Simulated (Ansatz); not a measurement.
# CCSD/STO-3G run of AlH3Cl− (SMILES [H][Al-]([H])([H])[Cl])

What is the energy change on altering one bond length of AlH3Cl− at CCSD/STO-3G? 

The calculation is run with Ansatz 0.2.0.

1 further run of the same task is left out (it didn't finish).

### Step 1. Starting point

AlH3Cl−: 5 atoms, total charge -1, spin state singlet. SMILES: `[H][Al-]([H])([H])[Cl]`. Geometry: a GFN2-xTB relaxation, a rough one for these elements and not checked as a minimum.

Bond lengths: Al1–Cl2 2.096 Å, Al1–H3 1.609 Å, Al1–H4 1.608 Å, Al1–H5 1.609 Å. Angles: Cl2–Al1–H3 107.0°, Cl2–Al1–H4 107.2°, Cl2–Al1–H5 107.4°, H3–Al1–H4 111.6°, H3–Al1–H5 111.7°, H4–Al1–H5 111.8°.

### Step 2. The energy at CCSD/STO-3G

molecule.yaml

```yaml
crystal:
  periodic: [false, false, false]
  atoms:
    - {symbol: Al, position_ang: [-0.002450, 0.000420, -0.134210]}
    - {symbol: Cl, position_ang: [0.013850, -0.018360, 1.961810]}
    - {symbol: H, position_ang: [1.532100, 0.011680, -0.616990]}
    - {symbol: H, position_ang: [-0.775390, 1.334390, -0.590440]}
    - {symbol: H, position_ang: [-0.768110, -1.328130, -0.620160]}
basis:
  gaussian:
    orbitals: STO-3G
total_charge: -1
accuracy: high
scf:
  omitted_lower_state_checks: [cluster_reference, increment]
correlation:
  method: ccsd
  frozen_orbitals: {Al: 5, Cl: 5, H: 0}
```

The run is started by

```console
ansatz run molecule.yaml --threads 1 --pin off --max-ram 2610MiB --events-out events.jsonl --progress --plain --runs-dir runs
```

The program printed, shortened:

```text
Warning: RAYON_NUM_THREADS=1 ignored (pool sized by the plan → 1); use --threads N
Functional definition: HF
  name "HF"
[...]
362 factors; integrals over basis functions are off by at most 1.3e-8 eV
[...]
mean field -18920.33797284 eV, -695.3095958362 hartree, gradient 8.0e-8 eV, S^2 0.000000; 0 other end points of the search recorded, 0 dependent functions left out
10 core orbitals not correlated: weight in the atoms' cores, before any rotation towards them, 0.999 or more for the frozen orbitals, at most 0.000 for the correlated occupied ones
reference -18920.33797284 eV, -695.3095958362 hartree; 7, 7 occupied and 4, 4 virtual orbitals, 362 factors
second order -0.98826645 eV of doubles, -0.00000000 eV of singles
cycle   1  -1.26657067 eV  change   -2.8e-1 eV  update   4.5e-2
[...]
cycle  15  -1.41755827 eV  change   -1.0e-9 eV  update  8.7e-10
Total energy: -18921.75553112 eV, -695.3616901419 hartree
Checks for a lower state left out: cluster_reference, increment
```

It took 0.14 s on 1 thread of Intel Xeon 6975P-C (Granite Rapids), shared host.

### Step 3. The distorted shape

input.yaml

```yaml
crystal:
  periodic: [false, false, false]
  atoms:
    - {symbol: Al, position_ang: [0.190802, -0.333102, -0.020142]}
    - {symbol: Cl, position_ang: [0.207102, -0.351882, 2.075878]}
    - {symbol: H, position_ang: [1.725352, -0.321842, -0.502922]}
    - {symbol: H, position_ang: [-0.775390, 1.334390, -0.590440]}
    - {symbol: H, position_ang: [-0.574858, -1.661652, -0.506092]}
basis:
  gaussian:
    orbitals: STO-3G
total_charge: -1
accuracy: high
correlation:
  method: ccsd
  frozen_orbitals: {Al: 5, Cl: 5, H: 0}
scf:
  omitted_lower_state_checks: [cluster_reference, increment]
```

The run is started by

```console
ansatz run input.yaml --threads 1 --pin off --max-ram 2610MiB --events-out events.jsonl --progress --plain --runs-dir runs
```

The program printed, shortened:

```text
Warning: RAYON_NUM_THREADS=1 ignored (pool sized by the plan → 1); use --threads N
[... 2 set-up lines as earlier in the session ...]
[...]
362 factors; integrals over basis functions are off by at most 1.4e-8 eV
[...]
mean field -18918.63343505 eV, -695.2469552276 hartree, gradient 5.6e-9 eV, S^2 0.000000; 0 other end points of the search recorded, 0 dependent functions left out
10 core orbitals not correlated: weight in the atoms' cores, before any rotation towards them, 0.999 or more for the frozen orbitals, at most 0.000 for the correlated occupied ones
reference -18918.63343505 eV, -695.2469552276 hartree; 7, 7 occupied and 4, 4 virtual orbitals, 362 factors
second order -1.15828268 eV of doubles, -0.00000000 eV of singles
cycle   1  -1.48908516 eV  change   -3.3e-1 eV  update   5.8e-2
[...]
cycle  19  -1.69390455 eV  change  -2.5e-10 eV  update  4.7e-10
Total energy: -18920.32733960 eV, -695.3092050718 hartree
Checks for a lower state left out: cluster_reference, increment
```

Run time: 0.16 s. Hardware: 1 thread of Intel Xeon 6975P-C (Granite Rapids), shared host.

### Step 4. Results

At CCSD/STO-3G, 10 core orbitals frozen:

| quantity | value |
| --- | --- |
| first shape: total energy | -695.36169 Eh |
| first shape: correlation energy (10 core orbitals frozen) | -52.1 mEh |
| first shape: T1 diagnostic | 0.006 |
| distorted shape: total energy | -695.30921 Eh |
| distorted shape: correlation energy (10 core orbitals frozen) | -62.2 mEh |
| distorted shape: T1 diagnostic | 0.010 |
| energy change with the Al1–H4 bond stretched from 1.608 to 2.010 Å | 1.428 eV |

In words: With the Al1–H4 bond stretched from 1.608 to 2.010 Å the energy rises by 1.43 eV (33 kcal/mol). The first shape isn't relaxed at this level, so the change isn't measured from a minimum. The minimal basis adds a large error of its own.
